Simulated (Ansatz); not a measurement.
Debugging a ranking of conformers of C₃H₄ClF, SMILES CC(Cl)=CF (the Python package of Ansatz (0.2.0)).

The cells in order, each with its output:

```python
import ansatz as az
from rdkit import Chem
from rdkit.Chem import AllChem

rd = Chem.AddHs(Chem.MolFromSmiles("CC(Cl)=CF"))
ids = list(AllChem.EmbedMultipleConfs(rd, numConfs=20, randomSeed=51, pruneRmsThresh=0.4))
field = [energy for _, energy in AllChem.MMFFOptimizeMoleculeConfs(rd)]
distinct = {round(e, 2): i for i, e in zip(ids, field)}
chosen = sorted(distinct.items())[:5]
found = []
for force_field, index in chosen:
    molecule = az.Crystal.molecule()
    for atom, xyz in zip(rd.GetAtoms(), rd.GetConformer(index).GetPositions()):
        molecule = molecule.atom(atom.GetSymbol(), xyz.round(5).tolist())
    calc = molecule.calculation()
    calc = calc.basis(gaussian="cc-pVDZ")
    calc = calc.functional("HF")
    calc = calc.kpoints(2, 2, 2)
    found.append(calc.run(threads=1, backend="cpu").report["free_energy_ev"])
print("conformer   MMFF (kcal/mol)   this level (kcal/mol)")
for (force_field, index), e in zip(chosen, found):
    print(f"{index:9d} {force_field - chosen[0][0]:17.2f} {23.060548 * (e - min(found)):17.3f}")
```

    Traceback (most recent call last):
      File "<cell 1>", line 19, in <module>
        found.append(calc.run(threads=1, backend="cpu").report["free_energy_ev"])
                     ~~~~~~~~^^^^^^^^^^^^^^^^^^^^^^^^^^
      ...
    ansatz.RefusalError: invalid value for `basis.gaussian`: such a run doesn't read kpoints; remove what it names

Find the fault and give the corrected session.

The fault: a molecule in a Gaussian basis takes no k-points. The change:

```diff
--- before
+++ after
@@
     calc = calc.functional("HF")
-    calc = calc.kpoints(2, 2, 2)
     found.append(calc.run(threads=1, backend="cpu").report["free_energy_ev"])
```

The cells in order, each with its output:

**Cell 1**
```python
import ansatz as az
from rdkit import Chem
from rdkit.Chem import AllChem

rd = Chem.AddHs(Chem.MolFromSmiles("CC(Cl)=CF"))
ids = list(AllChem.EmbedMultipleConfs(rd, numConfs=20, randomSeed=51, pruneRmsThresh=0.4))
field = [energy for _, energy in AllChem.MMFFOptimizeMoleculeConfs(rd)]
distinct = {round(e, 2): i for i, e in zip(ids, field)}
chosen = sorted(distinct.items())[:5]
found = []
for force_field, index in chosen:
    molecule = az.Crystal.molecule()
    for atom, xyz in zip(rd.GetAtoms(), rd.GetConformer(index).GetPositions()):
        molecule = molecule.atom(atom.GetSymbol(), xyz.round(5).tolist())
    calc = molecule.calculation()
    calc = calc.basis(gaussian="cc-pVDZ")
    calc = calc.functional("HF")
    found.append(calc.run(threads=1, backend="cpu").report["free_energy_ev"])
print("conformer   MMFF (kcal/mol)   this level (kcal/mol)")
for (force_field, index), e in zip(chosen, found):
    print(f"{index:9d} {force_field - chosen[0][0]:17.2f} {23.060548 * (e - min(found)):17.3f}")
```
Output:
```text
conformer   MMFF (kcal/mol)   this level (kcal/mol)
        0              0.00             0.000
        1              1.64             0.605
```

The conformers keep their force-field geometries. Run time: 2.1 s on 1 thread of Arm Neoverse V2, with other jobs on the host, peak memory 0.28 GiB.

(Lines on the test bed's own set-up are left out of the output.)
